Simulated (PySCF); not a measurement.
Molecule: SMILES O(CCOC)C, C4H10O2.

Structure with atom numbers: `[CH3:1][O:2][CH2:3][CH2:4][O:5][CH3:6]`. Hydrogens are named by the atom that carries them.

Geometry PBE0-D3(BJ)/def2-SVP throughout; GIAO in PySCF 2.14, gas phase, one conformer, non-relativistic; equivalent atoms averaged; basis pcSseg-1.

(1) How do the shifts δ (against TMS, H2O at the same level) depend on the functional? (ppm; last column core-seconds on shared hosts with different chips, so compare them loosely)

(2) Which nucleus moves most, in ppm?

Results:

(1) 
| functional | kind | C3/C4 | C1/C6 | O2/O5 | H(C1)/H(C6) | H(C3)/H(C4) | core-s |
| --- | --- | --- | --- | --- | --- | --- | --- |
| HF | Hartree–Fock | 65.1 | 53.8 | -14.7 | 3.13 | 2.98 | 4.4 |
| LDA | LDA | 79.3 | 63.1 | 25.7 | 3.52 | 3.41 | 11 |
| PBE | GGA | 76.6 | 61.8 | 27.7 | 3.44 | 3.32 | 15 |
| BLYP | GGA | 78.2 | 62.6 | 33.8 | 3.47 | 3.33 | 15 |
| BP86 | GGA | 76.6 | 62.1 | 23.8 | 3.45 | 3.33 | 15 |
| OPBE | GGA | 71.8 | 58.9 | 22.4 | 3.35 | 3.25 | 14 |
| KT2 | GGA | 74.5 | 60.6 | 22.1 | 3.42 | 3.27 | 17 |
| KT3 | GGA | 72.9 | 59.3 | 26.7 | 3.36 | 3.22 | 17 |
| B97-D | GGA | 74.9 | 60.9 | 24.8 | 3.43 | 3.32 | 16 |
| B3LYP | global hybrid | 75.3 | 60.7 | 20.6 | 3.37 | 3.23 | 11 |
| PBE0 | global hybrid | 73.2 | 59.6 | 12.7 | 3.32 | 3.20 | 23 |
| mPW1PW91 | global hybrid | 72.9 | 59.5 | 12.1 | 3.31 | 3.19 | 11 |
| WP04 | global hybrid | 73.4 | 60.5 | 15.8 | 3.16 | 3.13 | 21 |
| B97-2 | global hybrid | 72.3 | 59.2 | 13.4 | 3.31 | 3.19 | 21 |
| BHandHLYP | global hybrid | 71.4 | 58.0 | 6.0 | 3.26 | 3.12 | 21 |
| CAM-B3LYP | range-separated hybrid | 74.4 | 60.0 | 14.3 | 3.36 | 3.22 | 29 |
| wB97X-D | range-separated hybrid | 72.7 | 59.6 | 7.3 | 3.30 | 3.19 | 28 |
| LC-wPBE | range-separated hybrid | 71.5 | 58.8 | 2.5 | 3.28 | 3.18 | 38 |

(2) O2/O5 (ether oxygen): from -14.7 ppm with HF to 33.8 ppm with BLYP. The smallest spread is 0.39 ppm, at H(C1)/H(C6). Proton shifts span only some 12 ppm, so a few tenths of a ppm matter as much there as several ppm in carbon.
